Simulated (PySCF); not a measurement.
# Towards the basis-set limit for AlH+

Aim: bond length, wavenumber and bond energy of AlH+ near the limit of CCSD(T), built from two basis sets and any small corrections listed.

Program: PySCF 2.14.0. Level of theory: CCSD(T) on ROHF, no relativity in the base curves; scalar relativity is added as a correction. These are calculated values, not measurements.

2 further runs of the same task are left out: 2 set aside as unsound or not needed.

## (1) Set-up

```
molecule             : AlH+
state                : doublet, unpaired electrons σ ↑
smaller basis        : Al aug-cc-pV(T+d)Z, H aug-cc-pVTZ
larger basis         : Al aug-cc-pV(Q+d)Z, H aug-cc-pVQZ
frozen core orbitals : 5
extrapolation        : correlation as n⁻³ (n = 3, 4), Hartree–Fock as (n+1)·exp(−9√n)
corrections          : core–valence correlation, scalar relativity
distances (Å)        : 1.4316, 1.4967, 1.5617, 1.6268, 1.6919, 1.7732, 1.8546
masses (u)           : 26.9815, 1.0078
dissociation limit   : Al+ + H
```

Launch:

```sh
$ OMP_NUM_THREADS=4 python comp.py task.json out
```

## (2) The runs

**Question.** What will these runs give? Wanted: for each run, Re; ωe; ωexe; αe; De.

As calculated:

```csv
level,Re (Å),ωe (cm⁻¹),ωexe (cm⁻¹),αe (cm⁻¹),De (eV)
CCSD(T)/aug-cc-pVTZ(-PP),1.6102,1668.2,68.0,0.310,0.832
CCSD(T)/aug-cc-pVQZ(-PP),1.6067,1699.9,67.5,0.299,0.870
HF/CBS,1.5608,2032.1,31.4,0.172,0.562
MP2/CBS,1.5789,1883.9,53.4,0.215,0.833
CCSD/CBS,1.6027,1728.6,66.3,0.288,0.862
CCSD(T)/CBS,1.6056,1710.3,67.1,0.295,0.887
CCSD(T)/CBS+CV,1.6053,1681.7,70.4,0.310,0.838
CCSD(T)/CBS+CV+SR,1.6058,1673.6,71.4,0.314,0.823
```

What this shows: The last step gives Re = 1.6058 Å, ωe = 1673.6 cm⁻¹ and De = 0.823 eV; the smaller basis alone is off from it by +4.4 mÅ and +0.01 eV. Near the minimum the mean field binds by 0.53 eV and correlation adds 0.35 eV of binding. T1 is 0.050, large enough to doubt a single reference. Spin–orbit coupling and excitations beyond (T) are left out.
